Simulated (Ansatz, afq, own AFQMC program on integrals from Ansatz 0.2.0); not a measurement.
## GeH$_{2}$O, singlet in cc-pVDZ, levels against CCSDT(Q)

| atom | x (Å) | y (Å) | z (Å) |
| --- | --- | --- | --- |
| Ge | 0.0000 | 0.0000 | 0.2692 |
| O | 0.0000 | 0.0000 | -1.3631 |
| H | 0.0000 | 1.2866 | 1.1183 |
| H | 0.0000 | -1.2866 | 1.1183 |

Connectivity, by distances: GeH2–O.

Basis cc-pVDZ. Noble-gas cores (and the filled d shells of Ga–Kr and In–Xe) are frozen. Integrals, coupled cluster, full CI and functionals: Ansatz 0.2.0; the random walks run on the same integrals in our own AFQMC program. ph-AFQMC/CISD is guided by a CISD state made of CCSD amplitudes; releasing the constraint for a short imaginary time cuts its bias at the price of noise, slowly where states lie close. ± is one standard error of the sampling. No spin–orbit coupling.

Determinant: RHF, the one that the program's search chose, which needn't be the lowest solution. The geometry is a PBE0/def2-TZVP stationary point of this or a neighbouring charge and spin state.

No full CI on the walks' own integrals is used here; CCSDT(Q) serves as the reference and is uncertain by about the last step of the cluster series.

Cautions: no relativity below Rb; no spin-orbit coupling; inner d shell frozen; higher spins were not checked; restricted determinant unstable towards unrestricted (UHF 8 meV lower, ⟨S²⟩ 0.22); raised T1 diagnostic (T1 0.031, weight of the determinant 0.87, largest double 0.11); the ph-AFQMC/CISD walk drifts between its halves (2.0 errors).

The T1 diagnostic is 0.0306, the weight of the determinant in the CISD state is 0.866 and the size of the correlated space is 12 electrons in 36 orbitals.

Reference: CCSDT(Q), correlation energy -8.764 eV. The released energy is read at 2.40 1/Eh (meV from the phaseless value at times in 1/Eh: -19 ± 26 at 0.24, -10 ± 22 at 0.51, 18 ± 24 at 0.99, 40 ± 25 at 1.62, 52 ± 37 at 2.40).

| level | E − E(reference) (meV) | share of correlation (%) |
| --- | --- | --- |
| HF | 8764.0 | 0.00 |
| MP2 | 666.7 | 92.39 |
| CCSD | 382.4 | 95.64 |
| CCSD(T) | 67.0 | 99.24 |
| CCSDT | 46.2 | 99.47 |
| ph-AFQMC/HF | -52.6 ± 92.6 | 100.60 |
| ph-AFQMC/CISD | 12.5 ± 22.1 | 99.86 |
| released AFQMC | 64.8 ± 37.2 | 99.26 |

A walk keeps the symmetry of its determinant, which the program's search chose and which needn't be the lowest solution, so a lower state of the same spin and another symmetry isn't excluded. Released energies are given only where the last usable release times agree within the noise; a slower fall can still hide under it.
